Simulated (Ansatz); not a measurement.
**BH2, doublet: the ladder up to full CI**

Geometry: a point of a breathe scan, not a stationary point.

```csv
atom,x (Å),y (Å),z (Å)
B,0.0000,-0.1059,0.0000
H,0.0000,0.5681,-1.4260
H,0.0000,0.5681,1.4260
```

Basis aug-cc-pVDZ; Ansatz 0.2.0. Correlated methods freeze the noble-gas cores, which leaves 5 electrons in 40 orbitals. Prefix R: restricted or restricted open-shell reference; prefix U: unrestricted. Active spaces: pair = (3e, 3o) about the gap; valence = (5e, 6o) chosen from the atoms' valence shells.

Full CI is exact within this basis and frozen core; it isn't the basis-set limit. The frozen core follows each run's orbitals, which can shift R against U totals by a few meV.

For open shells CISD is restricted-active-space CI with the open shells as a complete middle space.

```
UHF ⟨S²⟩                          : 0.757
T1 diagnostic (RCCSD)             : 0.0216
largest doubles amplitude (RCCSD) : 0.051
T1 diagnostic (UCCSD)             : 0.0163
```

| level | E − E(RHF) (eV) |
| --- | --- |
| UHF | -0.0465 |
| RMP2 | -2.0626 |
| UMP2 | -2.0629 |
| RCCSD | -2.7628 |
| UCCSD | -2.7650 |
| RCCSD(T) | -2.8304 |
| UCCSD(T) | -2.8310 |

**Question.** Estimate how far full CI in aug-cc-pVDZ lies from RCCSD(T). The table doesn't fix it; the size of (T) and the diagnostics are the guide.

**Answer.** Full CI in aug-cc-pVDZ lies 28 meV below RCCSD(T), which is 41 % of the (T) step (-68 meV). The diagnostics give no warning, yet the rest is a sizeable part of (T).

The other levels:

```tsv
level	E − E(full CI) (meV)	share of correlation (%)	wall time
CISD	175	93.88	0.69 s
BCCD(T)	27	99.05	1.3 s
RCCSDT	2	99.93	–
UCCSDT	2	99.94	–
RCCSDT(Q)	0	99.98	10 s
UCCSDT(Q)	0	99.99	9.5 s
CASSCF (pair space)	2237	21.73	–
NEVPT2 (pair space)	717	74.92	0.69 s
MRCISD (pair space)	121	95.78	–
MRCISD+Q (pair space)	-12	100.44	0.85 s
CASSCF (valence space)	1364	52.28	–
NEVPT2 (valence space)	417	85.41	0.51 s
MRCISD (valence space)	48	98.31	–
MRCISD+Q (valence space)	6	99.81	0.97 s
```

The correlation energy at full CI, counted from RHF, is -2.858 eV. That run took 16 s on 1 thread of Intel Xeon Platinum 8375C, shared host over 1,948,494 determinants.

Times hold each run's SCF and search for its determinant on a shared host, so for small cases they say little of a method's own cost; they ran on 1 thread of Intel Xeon Platinum 8375C.

Not variational, and here over 5 meV under the exact energy: MRCISD+Q (pair space).

The full-CI state has the irrep A1 of C2v, in the program's axes.

Natural occupations of full CI about the gap: 1.932 1.920 0.984 0.052 0.039 0.025 0.009 0.007 0.007 0.006; effectively unpaired electrons, Σ n²(2−n)², 1.06.
